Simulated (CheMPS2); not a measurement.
# DMRG/STO-3G run of CH2Cl (SMILES [CH2]Cl), part 2 of 2

CheMPS2 1.8.12.

## Step 3: The quartet: the energy at DMRG/STO-3G

File integrals.py:

```python
from pyscf import ao2mo, cc, dft, gto, mcscf, mp, scf
from pyscf.tools import fcidump

geom = """
C      0.038520    -0.131580    -0.090920
Cl    -0.352330     1.207200     0.838040
H     -0.559980    -1.012510     0.008740
H      0.873790    -0.063110    -0.755860
"""
mol = gto.M(
    atom=geom,
    basis="sto-3g",
    charge=0,
    spin=3,
    verbose=3,
    max_memory=2000,
)
print("basis functions = %d" % (mol.nao))
mf = scf.ROHF(mol)
mf.conv_tol = 1e-10
mf.max_cycle = 200
mf.kernel()
if not mf.converged:
    mf = mf.newton().run(mf.mo_coeff, mf.mo_occ)
print("E(SCF) = %.10f" % (mf.e_tot))
ref = scf.UHF(mol).run(mf.make_rdm1(), conv_tol=1e-10)
pt = mp.MP2(ref, frozen=6).run()
mycc = cc.CCSD(ref, frozen=6)
mycc.max_cycle = 150
mycc.kernel()
print(f"E(MP2) = {pt.e_tot:.10f}")
if mycc.converged:
    print(f"CCSD total energy = {mycc.e_tot:.10f}")
    print(f"CCSD(T) total energy = {mycc.e_tot + mycc.ccsd_t():.10f}")
ks = dft.UKS(mol, xc="m06l").set(conv_tol=1e-9, verbose=3).run(mf.make_rdm1())
if ks.converged:
    print(f"E(M06-L) = {ks.e_tot:.8f}")
ks = dft.UKS(mol, xc="tpss").set(conv_tol=1e-9, verbose=3).run(mf.make_rdm1())
if ks.converged:
    print(f"E(TPSS) = {ks.e_tot:.8f}")
ks = dft.UKS(mol, xc="hse06").set(conv_tol=1e-9, verbose=3).run(mf.make_rdm1())
if ks.converged:
    print(f"E(HSE06) = {ks.e_tot:.8f}")
ks = dft.UKS(mol, xc="b3lyp").set(conv_tol=1e-9, verbose=3).run(mf.make_rdm1())
if ks.converged:
    print("E(B3LYP) = %.8f" % (ks.e_tot))
cas = mcscf.CASCI(mf, 10, 13)
h1, ecore = cas.get_h1eff()
fcidump.from_integrals("FCIDUMP", h1, cas.get_h2eff(), 10, 13, nuc=ecore, ms=3)
ci = mcscf.CASCI(mf, 10, (8, 5))
ci.fix_spin_(ss=3.75)
ci.fcisolver.conv_tol = 1e-10
ci.fcisolver.max_cycle = 200
ci.kernel()
print("FCI energy = %.10f" % (ci.e_tot))
```

File dmrg.input:

```
FCIDUMP = FCIDUMP
GROUP = 0
MULTIPLICITY = 4
NELECTRONS = 13
IRREP = 0
EXCITATION = 0
SWEEP_STATES = 25, 50, 100, 100
SWEEP_ENERGY_CONV = 1e-04, 1e-04, 1e-04, 1e-06
SWEEP_MAX_SWEEPS = 3, 4, 4, 6
SWEEP_NOISE_PREFAC = 0.05, 0.05, 0.005, 0.0
SWEEP_DVDSON_RTOL = 1e-04, 1e-04, 1e-04, 1e-05
NOCC = 0
NACT = 10
NVIR = 0
MOLCAS_FIEDLER = TRUE
PRINT_CORR = TRUE
TMP_FOLDER = .
```

Started as:

```bash
$ python integrals.py && chemps2 --file=dmrg.input
```

Standard output:

```text
$ python integrals.py
basis functions = 16
converged SCF energy = -492.70620490638
E(SCF) = -492.7062049064
converged SCF energy = -492.708439524001  <S^2> = 3.7579124  2S+1 = 4.0039543
E(UMP2) = -492.736571793696  E_corr = -0.0281322696941146
E(SCS-UMP2) = -492.739698853007  E_corr = -0.0312593290059781
E(UCCSD) = -492.7520055146888  E_corr = -0.04356599068746472
E(MP2) = -492.7365717937
CCSD total energy = -492.7520055147
UCCSD(T) correction = -0.000267775052854316
CCSD(T) total energy = -492.7522732897

WARN: HOMO 0.168566136134709 >= LUMO -0.214523204728162

WARN: HOMO 0.182434099683383 >= LUMO -0.191864129666067

WARN: HOMO 0.180590765867656 >= LUMO -0.210452347943911

WARN: HOMO 0.178648126195073 >= LUMO -0.211871751134335

WARN: HOMO 0.17903483932785 >= LUMO -0.211990023959067

WARN: HOMO 0.179020091832596 >= LUMO -0.211977057090132

WARN: HOMO 0.179012706923186 >= LUMO -0.211977727295228

WARN: HOMO 0.179012528958458 >= LUMO -0.211978006402969

WARN: HOMO 0.179012545762049 >= LUMO -0.211977972414436

converged SCF energy = -493.535798350843  <S^2> = 3.7548303  2S+1 = 4.0024144
E(M06-L) = -493.53579835

WARN: HOMO 0.170512705083579 >= LUMO -0.211430531235881

WARN: HOMO 0.180680980607431 >= LUMO -0.185671980311916

WARN: HOMO 0.18008793750622 >= LUMO -0.203555449768073

WARN: HOMO 0.178124878081051 >= LUMO -0.204457653220616

WARN: HOMO 0.178352462298558 >= LUMO -0.204410697574019

WARN: HOMO 0.178352691907951 >= LUMO -0.204416861200854

WARN: HOMO 0.178352579705308 >= LUMO -0.204417421333322

WARN: HOMO 0.178352725339901 >= LUMO -0.204417473097965

converged SCF energy = -493.588695432744  <S^2> = 3.7513325  2S+1 = 4.0006662
E(TPSS) = -493.58869543

WARN: HOMO 0.128706056699943 >= LUMO -0.18629763230749

WARN: HOMO 0.142305595235012 >= LUMO -0.175192970651349

WARN: HOMO 0.139319771823126 >= LUMO -0.180455391119339

WARN: HOMO 0.139267080667596 >= LUMO -0.179938304697248

WARN: HOMO 0.139602698287171 >= LUMO -0.179944244556282

WARN: HOMO 0.139599990125816 >= LUMO -0.179941279749281

WARN: HOMO 0.139599813479681 >= LUMO -0.179938950708718

WARN: HOMO 0.139600298085195 >= LUMO -0.179938760375884

converged SCF energy = -493.393513841727  <S^2> = 3.7517151  2S+1 = 4.0008575
E(HSE06) = -493.39351384

WARN: HOMO 0.125422372034298 >= LUMO -0.183864728886

WARN: HOMO 0.137689570485381 >= LUMO -0.17166496247977

WARN: HOMO 0.135234981562954 >= LUMO -0.176330763341785

WARN: HOMO 0.135350126403961 >= LUMO -0.175531575054307

WARN: HOMO 0.135701446586005 >= LUMO -0.175532474815585

WARN: HOMO 0.135680920548027 >= LUMO -0.17551855089079

WARN: HOMO 0.135679740743881 >= LUMO -0.175516622790525

WARN: HOMO 0.135680229594312 >= LUMO -0.175516514137884

converged SCF energy = -493.546902572936  <S^2> = 3.7511932  2S+1 = 4.0005966
E(B3LYP) = -493.54690257
CASCI E = -492.752472623578  E(CI) = -36.9027171884986  S^2 = 3.7500000
FCI energy = -492.7524726236

$ chemps2 --file=dmrg.input

Running chemps2 version 1.8.12 () with the following options:

   FCIDUMP            = FCIDUMP
   GROUP              = c1
   MULTIPLICITY       = 4
   NELECTRONS         = 13
   IRREP              = A
   EXCITATION         = 0
   SWEEP_STATES       = [ 25 ; 50 ; 100 ; 100 ]
   SWEEP_ENERGY_CONV  = [ 0.0001 ; 0.0001 ; 0.0001 ; 1e-06 ]
   SWEEP_MAX_SWEEPS   = [ 3 ; 4 ; 4 ; 6 ]
   SWEEP_NOISE_PREFAC = [ 0.05 ; 0.05 ; 0.005 ; 0 ]
   SWEEP_DVDSON_RTOL  = [ 0.0001 ; 0.0001 ; 0.0001 ; 1e-05 ]
   NOCC               = [ 0 ]
   NACT               = [ 10 ]
   NVIR               = [ 0 ]
   MOLCAS_2RDM        =
   MOLCAS_3RDM        =
   MOLCAS_F4RDM       =
   MOLCAS_FOCK        =
   MOLCAS_FIEDLER     = TRUE
   MOLCAS_MPS         = FALSE
   MOLCAS_STATE_AVG   = FALSE
   PRINT_CORR         = TRUE
   TMP_FOLDER         = .

CheMPS2::Hamiltonian : Reading FCIDUMP file FCIDUMP
CheMPS2::Hamiltonian : Finished reading FCIDUMP file FCIDUMP
   EdmistonRuedenberg::FiedlerGlobal : Cost function at start = 64.4423091545327
   EdmistonRuedenberg::FiedlerGlobal : Cost function at end   = 32.0174945017561
   EdmistonRuedenberg::FiedlerGlobal : Reordering = [ 4, 5, 0, 2, 7, 1, 3, 6, 9, 8 ].

   CheMPS2: a spin-adapted implementation of DMRG for ab initio quantum chemistry

   Stats: nIt(DAVIDSON) = 24
Energy at sites (8, 9) is -491.706200507993
   Stats: nIt(DAVIDSON) = 11
Energy at sites (7, 8) is -492.044323700095
   Stats: nIt(DAVIDSON) = 13
Energy at sites (6, 7) is -492.485971270692
   Stats: nIt(DAVIDSON) = 9
Energy at sites (5, 6) is -492.492290350445
   Stats: nIt(DAVIDSON) = 8
Energy at sites (4, 5) is -492.641795247702
   Stats: nIt(DAVIDSON) = 14
Energy at sites (3, 4) is -492.742817193952
   Stats: nIt(DAVIDSON) = 5
Energy at sites (2, 3) is -492.742610424751
   Stats: nIt(DAVIDSON) = 1
Energy at sites (1, 2) is -492.742610424527
******************************************************************
***  Information on left sweep 0 of instruction 0:
***     Elapsed wall time        = 1.126128 seconds
***     Minimum energy           = -492.742817193952
***     Maximum discarded weight = 0
******************************************************************
   Stats: nIt(DAVIDSON) = 1
Energy at sites (0, 1) is -492.742610424527
   Stats: nIt(DAVIDSON) = 1
Energy at sites (1, 2) is -492.742610424527
   Stats: nIt(DAVIDSON) = 1
Energy at sites (2, 3) is -492.742610424527
   Stats: nIt(DAVIDSON) = 6
Energy at sites (3, 4) is -492.742922699051
   Stats: nIt(DAVIDSON) = 8
[... 10 lines left out ...]
***     Minimum energy           = -492.750692892148
***     Maximum discarded weight = 4.34259336702313e-05
[... 6 lines left out ...]
***     Minimum energy           = -492.751260922687
***     Maximum discarded weight = 6.92158121830447e-05
[... 5 lines left out ...]
***     Minimum energy           = -492.751301373756
***     Maximum discarded weight = 6.57182330470618e-05
[... 6 lines left out ...]
***     Minimum energy           = -492.751305697119
***     Maximum discarded weight = 3.88159208284534e-05
[... 5 lines left out ...]
***     Minimum energy           = -492.751310205732
***     Maximum discarded weight = 3.86263722800381e-05
[... 7 lines left out ...]
***     Maximum discarded weight during the last sweep     = 3.86263722800381e-05
[... 5 lines left out ...]
***     Minimum energy           = -492.751727071
***     Maximum discarded weight = 1.76828459914464e-06
[... 5 lines left out ...]
***     Minimum energy           = -492.751776496573
***     Maximum discarded weight = 2.80241321582265e-06
[... 6 lines left out ...]
***     Minimum energy           = -492.75183681833
***     Maximum discarded weight = 3.45205153036312e-06
[... 5 lines left out ...]
***     Minimum energy           = -492.752376211445
***     Maximum discarded weight = 6.0072969854537e-06
[... 6 lines left out ...]
***     Minimum energy           = -492.752397102027
***     Maximum discarded weight = 6.00005340339351e-06
[... 5 lines left out ...]
***     Minimum energy           = -492.752428776941
***     Maximum discarded weight = 8.10408796621942e-06
[... 7 lines left out ...]
***     Maximum discarded weight during the last sweep     = 8.10408796621942e-06
[... 4 lines left out ...]
***     Elapsed wall time        = 0.503247 seconds
***     Minimum energy           = -492.752470184293
***     Maximum discarded weight = 1.37168055341303e-07
******************************************************************
[... 8 site updates ...]
******************************************************************
***  Information on right sweep 0 of instruction 2:
***     Elapsed wall time        = 0.364572 seconds
***     Minimum energy           = -492.752471668967
***     Maximum discarded weight = 2.80394352163253e-07
***     Energy difference with respect to previous leftright sweep = 6.68760792450485e-05
******************************************************************
***  Information on completed instruction 2:
***     The reduced virtual dimension DSU(2)               = 100
***     The total number of reduced MPS variables          = 10301
***     Minimum energy encountered during all instructions = -492.752471668967
***     Minimum energy encountered during the last sweep   = -492.752471668967
***     Maximum discarded weight during the last sweep     = 2.80394352163253e-07
******************************************************************
[... 8 site updates ...]
******************************************************************
***  Information on left sweep 0 of instruction 3:
***     Elapsed wall time        = 0.601836 seconds
***     Minimum energy           = -492.752472222788
***     Maximum discarded weight = 2.82588582864136e-07
******************************************************************
[... 8 site updates ...]
******************************************************************
***  Information on right sweep 0 of instruction 3:
***     Elapsed wall time        = 0.52305 seconds
***     Minimum energy           = -492.7524722318
***     Maximum discarded weight = 2.84443894255675e-07
***     Energy difference with respect to previous leftright sweep = 7.86326950219518e-08
******************************************************************
***  Information on completed instruction 3:
***     The reduced virtual dimension DSU(2)               = 100
***     The total number of reduced MPS variables          = 10350
***     Minimum energy encountered during all instructions = -492.7524722318
***     Minimum energy encountered during the last sweep   = -492.7524722318
***     Maximum discarded weight during the last sweep     = 2.84443894255675e-07
******************************************************************
********************************************
***  2-RDM and Correlations calculation  ***
********************************************
   N(N-1)                     = 156
   Double trace of DMRG 2-RDM = 156
   Econst + 0.5 * trace(2DM-A * Ham) = -492.752471067967
   NOON of irrep A = [ 1.99977316407726 , 1.99793298619814 , 1.99565868393687 , 1.97753174804223 , 1.97367033675385 , 1.00654597667189 , 1.00200886132181 , 0.99926541098447 , 0.0264381566083183 , 0.021174675405142 ].
   Single-orbital entropies (Hamiltonian index order is used!) = [ 0.0106631249331892 , 0.081209428300014 , 0.0680967264757185 , 0.131501008900112 , 0.0176344878170692 , 0.741532288168211 , 0.707738352860696 , 0.747744484572377 , 0.120640422517336 , 0.103647010749136 ].
   Idistance(0) = 1.32868606651414
   Idistance(1) = 4.93275789757083
   Idistance(2) = 21.7581616074317
***************************************************
***  Timing information 2-RDM and Correlations  ***
***************************************************
***     Elapsed wall time        = 0.215899 seconds
***************************************************
--------------------------------------------------------
Spin correlation function = 4 * ( < S_i^z S_j^z > - < S_i^z > * < S_j^z > )
Hamiltonian index order is used!

   Columns 1 to 8

    0.001254   -0.000151   -0.000083   -0.000178    0.000015    0.000136    0.000051    0.000071
   -0.000151    0.011232   -0.001786   -0.003713   -0.000021    0.001277   -0.000783    0.000762
   -0.000083   -0.001786    0.009634   -0.001543    0.000100    0.000791    0.000666    0.000146
[... 6 lines of this table left out ...]
    0.000129    0.001131    0.000338   -0.000710    0.000043    0.001198    0.000105   -0.000268

   Columns 9 to 10

    0.000045    0.000129
    0.000329    0.001131
   -0.000132    0.000338
[... 6 lines of this table left out ...]
   -0.006353    0.012460

--------------------------------------------------------
Spin-flip correlation function = < S_i^+ S_j^- > + < S_i^- S_j^+ >
Hamiltonian index order is used!

   Columns 1 to 8

    0.001254   -0.000151   -0.000083   -0.000178    0.000015    0.000136    0.000051    0.000071
   -0.000151    0.011232   -0.001786   -0.003713   -0.000021    0.001277   -0.000783    0.000762
   -0.000083   -0.001786    0.009634   -0.001543    0.000100    0.000791    0.000666    0.000146
[... 6 lines of this table left out ...]
    0.000129    0.001131    0.000338   -0.000710    0.000043    0.001198    0.000105   -0.000268

   Columns 9 to 10

    0.000045    0.000129
    0.000329    0.001131
   -0.000132    0.000338
[... 6 lines of this table left out ...]
   -0.006353    0.012460

--------------------------------------------------------
Density correlation function = < n_i n_j > - < n_i > * < n_j >
Hamiltonian index order is used!

   Columns 1 to 8

    0.001306    0.000191    0.000136    0.000521    0.000049   -0.000299   -0.000049   -0.000466
    0.000191    0.017396    0.002002    0.004431    0.000118   -0.001350   -0.000118   -0.000085
    0.000136    0.002002    0.013048    0.004432    0.000443   -0.002822   -0.000443   -0.001596
[... 6 lines of this table left out ...]
   -0.000677   -0.006607   -0.004255   -0.023718   -0.000126    0.001025    0.000111   -0.001780

   Columns 9 to 10

   -0.000711   -0.000677
   -0.015977   -0.006607
   -0.010946   -0.004255
[... 6 lines of this table left out ...]
    0.006579    0.029448

--------------------------------------------------------
Singlet diradical correlation function = < d_i,up d_j,down > + < d_i,down d_j,up > - < d_i,up > * < d_j,down > - < d_i,down > * < d_j,up >
Hamiltonian index order is used!

   Columns 1 to 8

   -0.000001    0.000171    0.000109    0.000347    0.000017   -0.000222   -0.000050   -0.000362
    0.000171   -0.000063    0.001899    0.004015    0.000069   -0.001467    0.000333   -0.001692
    0.000109    0.001899   -0.000046    0.002947    0.000168   -0.001890   -0.000551   -0.001879
[... 6 lines of this table left out ...]
    0.000141    0.001921    0.001403    0.005395    0.000041   -0.001624   -0.000115   -0.001809

   Columns 9 to 10

    0.000185    0.000141
    0.003075    0.001921
    0.002072    0.001403
[... 6 lines of this table left out ...]
    0.006400   -0.000078

--------------------------------------------------------
Two-orbital mutual information = 0.5 * ( s1(i) + s1(j) - s2(i,j) ) * ( 1 - delta(i,j) )
Hamiltonian index order is used!

   Columns 1 to 8

    0           0.000444    0.000181    0.000740    0.000058    0.000424    0.000053    0.001283
    0.000444    0           0.006285    0.008798    0.000068    0.001966    0.000106    0.004536
    0.000181    0.006285    0           0.007009    0.000532    0.004634    0.000550    0.007252
[... 6 lines of this table left out ...]
    0.000821    0.010132    0.005326    0.039576    0.000087    0.003505    0.000077    0.006393

   Columns 9 to 10

    0.000740    0.000821
    0.023799    0.010132
    0.014079    0.005326
[... 4 lines of this table left out ...]
    0.005957    0.006393
    0           0.016477
    0.016477    0

--------------------------------------------------------
```

It took 17 s on 1 thread of Intel Xeon Platinum 8259CL at 2.50GHz (Skylake/Cascade Lake), shared host; peak memory 0.18 GiB.

## Step 4: Results

The summary covers parts 1 to 2.

Level: DMRG/STO-3G, 6 core orbitals frozen.

| quantity | value |
| --- | --- |
| run 1, DMRG/STO-3G: total energy | -493.13892 Eh |
| quartet: total energy | -492.75247 Eh |
| vertical energy of the quartet above the doublet | 10.516 eV |

In words: At this shape the quartet lies 10.52 eV (242 kcal/mol) above the doublet. In a minimal basis such a difference can be off by several eV, whatever the method.
